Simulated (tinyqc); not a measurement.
RKS/BP86 in the sto-3g basis, for H2F+, spin multiplicity 1, step by step (part 1 of 2). Computed by tinyqc, a small Python program that keeps every step (integrals from PySCF). Settings: charge = 1, multiplicity = 1, basis = sto-3g, energy threshold = 1e-08, iteration cap = 50, orthogonalisation = symmetric, start = atomic densities, DIIS depth = 3, DIIS from iteration = 3, method = RKS, functional = b88,p86, grid = [15, 14]. Command: `OMP_NUM_THREADS=1 python tinyqc.py 30003 30004 out.jsonl` (the two numbers bound the seeds that draw the settings). One thread of a shared host (Intel(R) Xeon(R) Processor @ 2.60GHz), about 0.8 s of CPU time with the checks. Later iterations appear only in the table of the cycle.

## One-electron integrals

Geometry (angstrom):
```
atom         x          y         z
F     0.000000   0.000000  0.000000
H     0.000000   0.791000  0.653000
H     0.000000  -0.791000  0.653000
```

Basis sto-3g: exponents (1/bohr^2) and contraction coefficients of normalised primitives:
```
element  l (shell)    exponent  coefficient
F            s (1)  166.679130     0.154329
F            s (1)   30.360812     0.535328
F            s (1)    8.216821     0.444635
F            s (2)    6.464803    -0.099967
F            s (2)    1.502281     0.399513
F            s (2)    0.488588     0.700115
F            p (3)    6.464803     0.155916
F            p (3)    1.502281     0.607684
F            p (3)    0.488588     0.391957
H            s (1)    3.425251     0.154329
H            s (1)    0.623914     0.535328
H            s (1)    0.168855     0.444635
```

Overlap, kinetic and nuclear-attraction integrals over the contracted functions; the nuclear repulsion is the sum of Za Zb / Rab.

nuclear repulsion = 9.62089471 hartree

overlap S, lower triangle:
```
           1F 1s     1F 2s    1F 2px     1F 2py    1F 2pz     2H 1s     3H 1s
1F 1s   1.000000
1F 2s   0.237990  1.000000
1F 2px  0.000000  0.000000  1.000000
1F 2py  0.000000  0.000000  0.000000   1.000000
1F 2pz  0.000000  0.000000  0.000000   0.000000  1.000000
2H 1s   0.038146  0.379331  0.000000   0.239219  0.197484  1.000000
3H 1s   0.038146  0.379331  0.000000  -0.239219  0.197484  0.228031  1.000000
```

kinetic energy T (hartree), lower triangle:
```
            1F 1s     1F 2s    1F 2px     1F 2py    1F 2pz     2H 1s     3H 1s
1F 1s   36.984577
1F 2s   -0.212858  1.037995
1F 2px   0.000000  0.000000  3.248015
1F 2py   0.000000  0.000000  0.000000   3.248015
1F 2pz   0.000000  0.000000  0.000000   0.000000  3.248015
2H 1s   -0.005703  0.077786  0.000000   0.151246  0.124859  0.760032
3H 1s   -0.005703  0.077786  0.000000  -0.151246  0.124859  0.003556  0.760032
```

nuclear attraction V (hartree), lower triangle:
```
             1F 1s       1F 2s      1F 2px      1F 2py      1F 2pz      2H 1s      3H 1s
1F 1s   -78.041401
1F 2s    -9.422372  -12.569561
1F 2px    0.000000    0.000000  -12.417374
1F 2py    0.000000    0.000000    0.000000  -12.522705
1F 2pz   -0.015323   -0.187459    0.000000    0.000000  -12.489158
2H 1s    -1.551038   -3.610144    0.000000   -1.968954   -1.682138  -6.074387
3H 1s    -1.551038   -3.610144    0.000000    1.968954   -1.682138  -1.532295  -6.074387
```

core Hamiltonian H = T + V (hartree), lower triangle:
```
             1F 1s       1F 2s     1F 2px     1F 2py     1F 2pz      2H 1s      3H 1s
1F 1s   -41.056825
1F 2s    -9.635229  -11.531566
1F 2px    0.000000    0.000000  -9.169360
1F 2py    0.000000    0.000000   0.000000  -9.274690
1F 2pz   -0.015323   -0.187459   0.000000   0.000000  -9.241144
2H 1s    -1.556742   -3.532358   0.000000  -1.817708  -1.557279  -5.314355
3H 1s    -1.556742   -3.532358   0.000000   1.817708  -1.557279  -1.528739  -5.314355
```

## Two-electron integrals

Functions are numbered as in S; the eight-fold symmetry (ij|kl) = (ji|kl) = (kl|ij) leaves the list below.

Two-electron integrals (ij|kl) in chemists' order, unique and non-zero (hartree):
```
(11|11) 5.403501    (21|11) 0.841920    (21|21) 0.156299    (22|11) 1.268028
(22|21) 0.292344    (22|22) 0.926167    (31|31) 0.027998    (32|31) 0.043169
(32|32) 0.204588    (33|11) 1.264502    (33|21) 0.292403    (33|22) 0.925959
(33|33) 0.997514    (41|41) 0.027998    (42|41) 0.043169    (42|42) 0.204588
(43|43) 0.053770    (44|11) 1.264502    (44|21) 0.292403    (44|22) 0.925959
(44|33) 0.889973    (44|44) 0.997514    (51|51) 0.027998    (52|51) 0.043169
(52|52) 0.204588    (53|53) 0.053770    (54|54) 0.053770    (55|11) 1.264502
(55|21) 0.292403    (55|22) 0.925959    (55|33) 0.889973    (55|44) 0.889973
(55|55) 0.997514    (61|11) 0.136895    (61|21) 0.025200    (61|22) 0.046837
(61|33) 0.046766    (61|41) 0.000799    (61|42) 0.001497    (61|44) 0.046898
(61|51) 0.000659    (61|52) 0.001236    (61|54) 0.000110    (61|55) 0.046856
(61|61) 0.004105    (62|11) 0.346568    (62|21) 0.080974    (62|22) 0.286190
(62|33) 0.282004    (62|41) 0.004259    (62|42) 0.033221    (62|44) 0.289306
(62|51) 0.003516    (62|52) 0.027425    (62|54) 0.006028    (62|55) 0.286980
(62|61) 0.013247    (62|62) 0.108839    (63|31) 0.008478    (63|32) 0.050230
(63|43) 0.006996    (63|53) 0.005775    (63|63) 0.016137    (64|11) 0.181841
(64|21) 0.043032    (64|22) 0.162802    (64|33) 0.155839    (64|41) 0.010457
(64|42) 0.068150    (64|44) 0.173822    (64|51) 0.001633    (64|52) 0.014794
(64|54) 0.009071    (64|55) 0.158560    (64|61) 0.007336    (64|62) 0.075922
(64|64) 0.068696    (65|11) 0.150117    (65|21) 0.035524    (65|22) 0.134399
(65|33) 0.128651    (65|41) 0.001633    (65|42) 0.014794    (65|44) 0.131947
(65|51) 0.009827    (65|52) 0.062443    (65|54) 0.009717    (65|55) 0.142447
(65|61) 0.006056    (65|62) 0.062676    (65|64) 0.043389    (65|65) 0.051956
(66|11) 0.501161    (66|21) 0.119017    (66|22) 0.485165    (66|33) 0.468575
(66|41) 0.007865    (66|42) 0.086412    (66|44) 0.497843    (66|51) 0.006493
(66|52) 0.071336    (66|54) 0.024162    (66|55) 0.488522    (66|61) 0.019595
(66|62) 0.236504    (66|64) 0.191709    (66|65) 0.158263    (66|66) 0.774606
(71|11) 0.136895    (71|21) 0.025200    (71|22) 0.046837    (71|33) 0.046766
(71|41) -0.000799   (71|42) -0.001497   (71|44) 0.046898    (71|51) 0.000659
(71|52) 0.001236    (71|54) -0.000110   (71|55) 0.046856    (71|61) 0.004057
(71|62) 0.012922    (71|64) 0.006568    (71|65) 0.005912    (71|66) 0.018972
(71|71) 0.004105    (72|11) 0.346568    (72|21) 0.080974    (72|22) 0.286190
(72|33) 0.282004    (72|41) -0.004259   (72|42) -0.033221   (72|44) 0.289306
(72|51) 0.003516    (72|52) 0.027425    (72|54) -0.006028   (72|55) 0.286980
(72|61) 0.012922    (72|62) 0.090821    (72|64) 0.043331    (72|65) 0.050870
(72|66) 0.163631    (72|71) 0.013247    (72|72) 0.108839    (73|31) 0.008478
(73|32) 0.050230    (73|43) -0.006996   (73|53) 0.005775    (73|63) 0.013090
(73|73) 0.016137    (74|11) -0.181841   (74|21) -0.043032   (74|22) -0.162802
(74|33) -0.155839   (74|41) 0.010457    (74|42) 0.068150    (74|44) -0.173822
(74|51) -0.001633   (74|52) -0.014794   (74|54) 0.009071    (74|55) -0.158560
(74|61) -0.006568   (74|62) -0.043331   (74|64) -0.007889   (74|65) -0.023757
(74|66) -0.069559   (74|71) -0.007336   (74|72) -0.075922   (74|74) 0.068696
(75|11) 0.150117    (75|21) 0.035524    (75|22) 0.134399    (75|33) 0.128651
(75|41) -0.001633   (75|42) -0.014794   (75|44) 0.131947    (75|51) 0.009827
(75|52) 0.062443    (75|54) -0.009717   (75|55) 0.142447    (75|61) 0.005912
(75|62) 0.050870    (75|64) 0.023757    (75|65) 0.041246    (75|66) 0.101631
(75|71) 0.006056    (75|72) 0.062676    (75|74) -0.043389   (75|75) 0.051956
(76|11) 0.137932    (76|21) 0.032588    (76|22) 0.127068    (76|33) 0.124394
(76|44) 0.126454    (76|51) 0.002164    (76|52) 0.020953    (76|55) 0.130220
(76|61) 0.005290    (76|62) 0.049753    (76|64) 0.030208    (76|65) 0.032701
(76|66) 0.119472    (76|71) 0.005290    (76|72) 0.049753    (76|74) -0.030208
(76|75) 0.032701    (76|76) 0.028993    (77|11) 0.501161    (77|21) 0.119017
(77|22) 0.485165    (77|33) 0.468575    (77|41) -0.007865   (77|42) -0.086412
(77|44) 0.497843    (77|51) 0.006493    (77|52) 0.071336    (77|54) -0.024162
(77|55) 0.488522    (77|61) 0.018972    (77|62) 0.163631    (77|64) 0.069559
(77|65) 0.101631    (77|66) 0.329484    (77|71) 0.019595    (77|72) 0.236504
(77|74) -0.191709   (77|75) 0.158263    (77|76) 0.119472    (77|77) 0.774606
```

## Orthogonalisation

S = U s U^T; symmetric (Loewdin) form X = U s^(-1/2) U^T, so that X^T S X = 1.

eigenvalues of S: 0.464943  0.528982  0.892349  1.000000  1.099442  1.242987  1.771299

X, lower triangle:
```
            1F 1s      1F 2s    1F 2px     1F 2py     1F 2pz      2H 1s     3H 1s
1F 1s    1.023712
1F 2s   -0.136155   1.145390
1F 2px   0.000000   0.000000  1.000000
1F 2py   0.000000   0.000000  0.000000   1.059611
1F 2pz  -0.006458   0.062698  0.000000   0.000000   1.031903
2H 1s    0.017395  -0.206594  0.000000  -0.160141  -0.105529   1.120749
3H 1s    0.017395  -0.206594  0.000000   0.160141  -0.105529  -0.091515  1.120749
```

## Starting guess

The start is atomic minimal-basis densities projected into this basis (PySCF's MINAO start) and scaled to the electron count of each spin; this density is not idempotent, so its energy is not variational and may lie below the converged one.

D at the start, lower triangle:
```
            1F 1s      1F 2s    1F 2px     1F 2py    1F 2pz     2H 1s     3H 1s
1F 1s    1.955013
1F 2s   -0.453708   1.919200
1F 2px   0.000000   0.000000  1.484556
1F 2py   0.000000   0.000000  0.000000   1.342343
1F 2pz   0.014992  -0.083582  0.000000   0.000000  1.409763
2H 1s   -0.011552   0.031251  0.000000   0.144142  0.079148  0.915821
3H 1s   -0.011552   0.031251  0.000000  -0.144142  0.079148  0.059940  0.915821
```

## Iteration 1: exchange-correlation on the grid

Becke grid with 15 radial and 14 angular points per atom, points of zero weight dropped. rho = sum D_ij phi_i phi_j; V_xc,ij = sum w v_xc phi_i phi_j plus the gradient terms; v_xc is d(rho eps)/d rho at fixed gradient.

The 16 grid points with the largest w rho, of 630 (bohr, atomic units):
```
x                  y          z         w       rho  |grad rho|^2     eps_xc       v_xc
0.519615   -0.519615  -0.519615  0.275387  0.604708      2.680208  -0.708165  -0.883477
-0.519615  -0.519615  -0.519615  0.275387  0.604708      2.680208  -0.708165  -0.883477
-0.519615   0.519615  -0.519615  0.275387  0.604708      2.680208  -0.708165  -0.883477
0.519615    0.519615  -0.519615  0.275387  0.604708      2.680208  -0.708165  -0.883477
0.519615    0.519615   0.519615  0.251109  0.616609      2.361435  -0.709563  -0.892650
-0.519615  -0.519615   0.519615  0.251109  0.616609      2.361435  -0.709563  -0.892650
0.519615   -0.519615   0.519615  0.251109  0.616609      2.361435  -0.709563  -0.892650
-0.519615   0.519615   0.519615  0.251109  0.616609      2.361435  -0.709563  -0.892650
0.900000    0.000000   0.000000  0.244850  0.612839      2.732298  -0.710861  -0.887531
-0.900000   0.000000   0.000000  0.244850  0.612839      2.732298  -0.710861  -0.887531
0.000000    0.000000  -0.900000  0.244951  0.609146      2.751048  -0.709920  -0.885340
0.000000    0.000000   0.900000  0.235486  0.608046      2.314716  -0.706707  -0.888423
0.000000   -0.900000   0.000000  0.226173  0.606123      2.344412  -0.706330  -0.887122
0.000000    0.900000   0.000000  0.226173  0.606123      2.344412  -0.706330  -0.887122
-0.759312   0.759312  -0.759312  0.766941  0.155107      0.331523  -0.497127  -0.545232
0.759312    0.759312  -0.759312  0.766941  0.155107      0.331523  -0.497127  -0.545232
```

electrons on the grid, sum of w rho = 10.036769

E_xc = sum of w rho eps_xc = -10.05128376 hartree

V_xc (hartree), lower triangle:
```
            1F 1s      1F 2s     1F 2px     1F 2py     1F 2pz      2H 1s      3H 1s
1F 1s   -3.441286
1F 2s   -0.471329  -0.901054
1F 2px   0.000000   0.000000  -0.894316
1F 2py   0.000000   0.000000   0.000000  -0.894235
1F 2pz   0.000616  -0.013231   0.000000   0.000000  -0.899676
2H 1s   -0.077299  -0.267597   0.000000  -0.155052  -0.134256  -0.489619
3H 1s   -0.077299  -0.267597   0.000000   0.155052  -0.134256  -0.111010  -0.489619
```

## Iteration 1: building the Kohn-Sham matrix

J_ij = sum D_kl (ij|kl); F = H + J + V_xc; E = tr D H + tr D J / 2 + E_xc + E_nn.

Coulomb J (hartree), lower triangle:
```
            1F 1s     1F 2s    1F 2px     1F 2py    1F 2pz     2H 1s     3H 1s
1F 1s   18.714662
1F 2s    3.570933  8.988118
1F 2px   0.000000  0.000000  8.950899
1F 2py   0.000000  0.000000  0.000000   9.001780
1F 2pz   0.010237  0.131938  0.000000   0.000000  8.986643
2H 1s    0.576208  2.797061  0.000000   1.597428  1.360832  5.009829
3H 1s    0.576208  2.797061  0.000000  -1.597428  1.360832  1.274563  5.009829
```

Kohn-Sham matrix F (hartree), lower triangle:
```
             1F 1s      1F 2s     1F 2px     1F 2py     1F 2pz      2H 1s      3H 1s
1F 1s   -25.783448
1F 2s    -6.535625  -3.444502
1F 2px    0.000000   0.000000  -1.112777
1F 2py    0.000000   0.000000   0.000000  -1.167146
1F 2pz   -0.004471  -0.068752   0.000000   0.000000  -1.154177
2H 1s    -1.057833  -1.002895   0.000000  -0.375332  -0.330703  -0.794145
3H 1s    -1.057833  -1.002895   0.000000   0.375332  -0.330703  -0.365186  -0.794145
```

total energy of this density = -95.16243973 hartree

This density is the starting one; it is not idempotent, so its energy is not variational and may lie below the converged one.

## Iteration 1: diagonalisation and new density

Diagonalise F' = X^T F X, C = X C', fill 5 alpha and 5 beta electrons from the bottom; D = 2 C_occ C_occ^T. Each column has its largest component positive (the first on a tie).

F' = X^T F X (hartree), lower triangle:
```
            1          2          3          4          5          6          7
1  -25.329143
2   -3.289476  -2.224341
3    0.000000   0.000000  -1.112777
4    0.000000   0.000000   0.000000  -1.077687
5   -0.022981   0.008562   0.000000   0.000000  -1.105270
6   -0.144505  -0.322448   0.000000  -0.220050  -0.157829  -0.476670
7   -0.144505  -0.322448   0.000000   0.220050  -0.157829  -0.077874  -0.476670
```

orbital energies (hartree): MO1 -25.791161, MO2 -1.902305, MO3 -1.198749, MO4 -1.163746, MO5 -1.112777, MO6 -0.356085, MO7 -0.277734

coefficients C:
```
              MO1        MO2        MO3        MO4       MO5        MO6        MO7
1F 1s    0.995202  -0.258416   0.000000   0.038562  0.000000   0.092074   0.000000
1F 2s    0.020707   1.007624   0.000000  -0.187226  0.000000  -0.607422   0.000000
1F 2px   0.000000   0.000000   0.000000   0.000000  1.000000   0.000000   0.000000
1F 2py   0.000000   0.000000   0.905410   0.000000  0.000000   0.000000  -0.595230
1F 2pz   0.001712   0.088517   0.000000   0.942468  0.000000  -0.441572   0.000000
2H 1s   -0.003812   0.021113   0.161534   0.107642  0.000000   0.756131   0.856938
3H 1s   -0.003812   0.021113  -0.161534   0.107642  0.000000   0.756131  -0.856938
```

D after iteration 1, lower triangle:
```
            1F 1s      1F 2s    1F 2px     1F 2py    1F 2pz      2H 1s     3H 1s
1F 1s    2.117386
1F 2s   -0.493996   2.101576
1F 2px   0.000000   0.000000  2.000000
1F 2py   0.000000   0.000000  0.000000   1.639533
1F 2pz   0.030347  -0.174454  0.000000   0.000000  1.792167
2H 1s   -0.010198   0.002084  0.000000   0.292509  0.206623   0.076281
3H 1s   -0.010198   0.002084  0.000000  -0.292509  0.206623  -0.028092  0.076281
```

## Iteration 2: exchange-correlation on the grid

As before.

The 16 grid points with the largest w rho, of 630 (bohr, atomic units):
```
x                  y          z         w       rho  |grad rho|^2     eps_xc       v_xc
-0.519615  -0.519615  -0.519615  0.275387  0.743580      4.066901  -0.753471  -0.945439
-0.519615   0.519615  -0.519615  0.275387  0.743580      4.066901  -0.753471  -0.945439
0.519615    0.519615  -0.519615  0.275387  0.743580      4.066901  -0.753471  -0.945439
0.519615   -0.519615  -0.519615  0.275387  0.743580      4.066901  -0.753471  -0.945439
-0.900000   0.000000   0.000000  0.244850  0.769404      4.314376  -0.761091  -0.956294
0.900000    0.000000   0.000000  0.244850  0.769404      4.314376  -0.761091  -0.956294
0.000000    0.000000  -0.900000  0.244951  0.754116      4.212305  -0.756786  -0.949658
-0.519615  -0.519615   0.519615  0.251109  0.728454      3.494400  -0.747019  -0.941444
-0.519615   0.519615   0.519615  0.251109  0.728454      3.494400  -0.747019  -0.941444
0.519615   -0.519615   0.519615  0.251109  0.728454      3.494400  -0.747019  -0.941444
0.519615    0.519615   0.519615  0.251109  0.728454      3.494400  -0.747019  -0.941444
0.000000    0.000000   0.900000  0.235486  0.706183      3.294341  -0.740107  -0.931866
0.000000   -0.900000   0.000000  0.226173  0.704602      3.322559  -0.739812  -0.930915
0.000000    0.900000   0.000000  0.226173  0.704602      3.322559  -0.739812  -0.930915
-0.759312   0.759312  -0.759312  0.766941  0.188874      0.505007  -0.525012  -0.582017
0.759312    0.759312  -0.759312  0.766941  0.188874      0.505007  -0.525012  -0.582017
```

electrons on the grid, sum of w rho = 10.042566

E_xc = sum of w rho eps_xc = -11.21789206 hartree

V_xc (hartree), lower triangle:
```
            1F 1s      1F 2s     1F 2px     1F 2py     1F 2pz      2H 1s      3H 1s
1F 1s   -3.526334
1F 2s   -0.488735  -0.947985
1F 2px   0.000000   0.000000  -0.950385
1F 2py   0.000000   0.000000   0.000000  -0.933834
1F 2pz   0.001048  -0.003728   0.000000   0.000000  -0.945149
2H 1s   -0.080071  -0.265556   0.000000  -0.145318  -0.122852  -0.360757
3H 1s   -0.080071  -0.265556   0.000000   0.145318  -0.122852  -0.096062  -0.360757
```

## Iteration 2: building the Kohn-Sham matrix

As before.

Coulomb J (hartree), lower triangle:
```
            1F 1s     1F 2s    1F 2px     1F 2py    1F 2pz     2H 1s     3H 1s
1F 1s   20.545591
1F 2s    3.926559  9.740933
1F 2px   0.000000  0.000000  9.737275
1F 2py   0.000000  0.000000  0.000000   9.726681
1F 2pz  -0.002458  0.010040  0.000000   0.000000  9.732265
2H 1s    0.633066  2.943276  0.000000   1.651420  1.368953  4.906210
3H 1s    0.633066  2.943276  0.000000  -1.651420  1.368953  1.288379  4.906210
```

Kohn-Sham matrix F (hartree), lower triangle:
```
             1F 1s      1F 2s     1F 2px     1F 2py     1F 2pz      2H 1s      3H 1s
1F 1s   -24.037567
1F 2s    -6.197405  -2.738618
1F 2px    0.000000   0.000000  -0.382470
1F 2py    0.000000   0.000000   0.000000  -0.481843
1F 2pz   -0.016733  -0.181148   0.000000   0.000000  -0.454027
2H 1s    -1.003746  -0.854638   0.000000  -0.311606  -0.311178  -0.768902
3H 1s    -1.003746  -0.854638   0.000000   0.311606  -0.311178  -0.336421  -0.768902
```

total energy of this density = -99.04521150 hartree

## Iteration 2: diagonalisation and new density

As before.

F' = X^T F X (hartree), lower triangle:
```
            1          2          3          4          5          6          7
1  -23.578217
2   -3.248526  -1.515229
3    0.000000   0.000000  -0.382470
4    0.000000   0.000000   0.000000  -0.351681
5   -0.026913  -0.075071   0.000000   0.000000  -0.382618
6   -0.129908  -0.297055   0.000000  -0.250526  -0.187336  -0.492007
7   -0.129908  -0.297055   0.000000   0.250526  -0.187336  -0.073699  -0.492007
```

orbital energies (hartree): MO1 -24.049141, MO2 -1.304576, MO3 -0.740855, MO4 -0.536709, MO5 -0.382470, MO6 -0.151345, MO7 -0.029134

coefficients C:
```
              MO1        MO2        MO3        MO4       MO5        MO6        MO7
1F 1s    0.993943  -0.228289   0.000000  -0.142656  0.000000  -0.082348   0.000000
1F 2s    0.025986   0.823133   0.000000   0.689516  0.000000   0.515842   0.000000
1F 2px   0.000000   0.000000   0.000000   0.000000  1.000000   0.000000   0.000000
1F 2py   0.000000   0.000000   0.545857   0.000000  0.000000   0.000000   0.936005
1F 2pz   0.002774   0.193302   0.000000  -0.594444  0.000000   0.836858   0.000000
2H 1s   -0.004971   0.178580   0.526061  -0.418319  0.000000  -0.613901  -0.695482
3H 1s   -0.004971   0.178580  -0.526061  -0.418319  0.000000  -0.613901   0.695482
```

D after iteration 2, lower triangle:
```
            1F 1s      1F 2s    1F 2px     1F 2py    1F 2pz      2H 1s     3H 1s
1F 1s    2.120779
1F 2s   -0.520894   2.307312
1F 2px   0.000000   0.000000  2.000000
1F 2py   0.000000   0.000000  0.000000   0.595919
1F 2pz   0.086860  -0.501387  0.000000   0.000000  0.781475
2H 1s    0.027935  -0.283144  0.000000   0.574308  0.566347   0.967294
3H 1s    0.027935  -0.283144  0.000000  -0.574308  0.566347  -0.139668  0.967294
```
